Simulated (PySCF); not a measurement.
oxygen (O2), SMILES O=O (connectivity only; charge and spin as stated), neutral, multiplicity 3. The structure is a stationary point at PBE0-D3(BJ)/def2-TZVPD.

Level of theory: PBE0-D3(BJ)/def2-TZVPD (PySCF 2.14.0).

Harmonic wavenumbers (cm⁻¹): 1713. Rotational constants (GHz): 44.42 (linear); symmetry number 2.

**Question.** Work out the zero-point energy and the ideal-gas rigid-rotor harmonic-oscillator thermochemistry at 298.15 K and 1 atm.

**Answer.** ZPE = ½ Σ hcν = ½ × 1713 cm⁻¹ = 10.24 kJ/mol. H − E(el) = 18.93 kJ/mol. Entropy in J/(mol K): translation 151.97, rotation 43.63, vibration 0.02, spin 9.13, total 204.75. G − E(el) = -42.12 kJ/mol. Cp = 29.25 J/(mol K).
